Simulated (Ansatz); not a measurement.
Ansatz (an electronic-structure program) input (B3LYP-D3(BJ)/def2-TZVP):

Ansatz 0.2 input:
```yaml
crystal:
  periodic: [false, false, false]
  atoms:
    - {symbol: O, position_ang: [0.03736935, -0.76549226, 0.15383212]}
    - {symbol: C, position_ang: [-0.02120950, 0.70546543, 0.08776946]}
    - {symbol: C, position_ang: [1.36301557, -1.33020708, 0.01856037]}
    - {symbol: C, position_ang: [-1.47206327, 1.12171640, 0.02737575]}
    - {symbol: H, position_ang: [0.45991303, 1.06221282, 1.00038576]}
    - {symbol: H, position_ang: [0.53923850, 1.05407201, -0.78419116]}
    - {symbol: H, position_ang: [1.27661250, -2.41293978, 0.09782366]}
    - {symbol: H, position_ang: [1.82666780, -1.05718920, -0.93004541]}
    - {symbol: H, position_ang: [1.96844990, -0.96015890, 0.84505492]}
    - {symbol: H, position_ang: [-1.94775146, 0.78567783, -0.89174562]}
    - {symbol: H, position_ang: [-2.02283678, 0.73594811, 0.88131685]}
    - {symbol: H, position_ang: [-1.53253210, 2.20610065, 0.05391091]}
    - {symbol: H, position_ang: [-0.55162875, -1.12162503, -0.54576975]}
basis:
  gaussian:
    orbitals: def2-TZVP
hamiltonian:
  xc: b3lyp
  dispersion: d3bj
total_charge: 1
relax: {f_tol: 0.002, max_steps: 150}
```

End of the output:

```
these checks for a lower state are left out or cut short: starts, cluster_reference, orbital_swaps, neighbouring_geometries, increment
integrals: 0.08 GiB planned
1087 factors; their error is unknown
mean field: 0.79 GiB planned
mean field -5299.32451303 eV, -194.7465838428 hartree, gradient 1.2e-5 eV, S^2 0.000000; 0 other end points of the search recorded, 0 dependent functions left out
the calculation of the forces begins
reference -5299.32476211 eV, -194.7465929964 hartree; 17, 17 occupied and 161, 161 virtual orbitals, 1087 factors
relax step   9: F+E_penalty+E_count = -5299.65946494 eV  Δ(F+E_penalty+E_count) = -7.666e-7 eV  max|allowed force component| = 8.164e-4 eV/Å  Δτ_max = 0.0013 Å  (31 SCF iters, accepted)
integrals: 0.08 GiB planned
1087 factors; their error is unknown
mean field: 0.79 GiB planned
mean field evaluation 96: about -5299.3245 eV, gradient 3.7e-4 eV
mean field -5299.32451303 eV, -194.7465838428 hartree, gradient 1.2e-5 eV, S^2 0.000000; 1 other end points of the search recorded, 0 dependent functions left out
the calculation of the forces begins
reference -5299.32476211 eV, -194.7465929964 hartree; 17, 17 occupied and 161, 161 virtual orbitals, 1087 factors
Total energy: -5299.65971403 eV, -194.7589022521 hartree
Atom 0 at     0.057578    -0.762217     0.095806 Å, force    -0.000816     0.000336    -0.000351 eV/Å
Atom 1 at    -0.040342     0.758197     0.069263 Å, force     0.000197    -0.000748    -0.000299 eV/Å
Atom 2 at     1.414013    -1.363327     0.023192 Å, force     0.000490     0.000257     0.000439 eV/Å
Atom 3 at    -1.491147     1.134098     0.040281 Å, force     0.000126    -0.000001    -0.000045 eV/Å
Atom 4 at     0.469830     1.045107     0.984547 Å, force    -0.000101     0.000095    -0.000089 eV/Å
Atom 5 at     0.521822     1.077362    -0.806801 Å, force     0.000214     0.000160    -0.000007 eV/Å
Atom 6 at     1.270201    -2.436649     0.096186 Å, force    -0.000151    -0.000032     0.000030 eV/Å
Atom 7 at     1.882822    -1.069188    -0.912467 Å, force    -0.000235     0.000135     0.000098 eV/Å
Atom 8 at     1.947496    -0.980907     0.886634 Å, force     0.000192    -0.000190    -0.000225 eV/Å
Atom 9 at    -1.984510     0.796891    -0.873678 Å, force     0.000082    -0.000015     0.000033 eV/Å
Atom 10 at    -2.023030     0.756866     0.912851 Å, force    -0.000030     0.000040     0.000023 eV/Å
Atom 11 at    -1.551576     2.224254     0.053203 Å, force    -0.000111    -0.000075     0.000224 eV/Å
Atom 12 at    -0.549912    -1.156905    -0.554739 Å, force     0.000145     0.000037     0.000168 eV/Å
Dipole moment:     0.201669    -0.270928    -0.204405 e Å
```

It need not be the lowest isomer of its formula.
